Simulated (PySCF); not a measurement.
Telling isomers of C$_{3}$H$_{4}$FN apart by NMR

PySCF calculation with GFN2-xTB geometry, PBE0/pcSseg-1 with gauge-including orbitals and J couplings at B3LYP/pcJ-1; one averaged value for each set of equivalent atoms, gas phase, relativity neglected, one computed conformer.

δ = σ(ref) − σ, references computed at the same level: ¹H (σref 31.72) and ¹³C (σref 186.93) against TMS. Multiplet labels drop J under 1 Hz and among equivalent protons, and merge close values. Unscaled 3J(H,H) run several per cent high. One-bond C–F couplings are unscaled and too large by tens of Hz. Shifts are as computed. Against solution values, carbons near 30 ppm lie about +3 ppm off and those near 130 ppm about +5 ppm. Of 1211 compounds with measured shifts, 218 miss one by over three times the rms of a fit or turn the order of signals round; such compounds aren't used in these exercises.

(1) Tabulate the signals of `C=N/C=C\F`, `C=NC(=C)F` and their relative energies.

(2) What is the quickest way to tell C=N/C=C\F from C=NC(=C)F?

## Answers

(1) 
| SMILES | carbon types | δC | δH | E rel. (kcal/mol) |
| --- | --- | --- | --- | --- |
| C=N/C=C\F | 2×CH 1×CH2 | 160.4, 153.3, 131.5 | 7.55 (dd, 1H), 7.15 (ddt, 1H), 6.74 (ddd, 1H), 6.14 (ddd, 1H) | 7.1 |
| C=NC(=C)F | 1×C 2×CH2 | 170.9, 154.1, 105.4 | 7.73 (ddd, 1H), 7.29 (dt, 1H), 5.25 (ddt, 1H), 5.07 (ddd, 1H) | 0.0 |

Energies are electronic energies at PBE0/pcSseg-1 on these geometries, without zero-point or thermal terms, each for the one conformer computed, which needn't be the lowest.

(2) Both give the same number of carbon signals, but DEPT or the intensities differ. The first has an alkene CH at 160.4 ppm, the second a fully substituted alkene carbon (C) at 170.9 ppm.
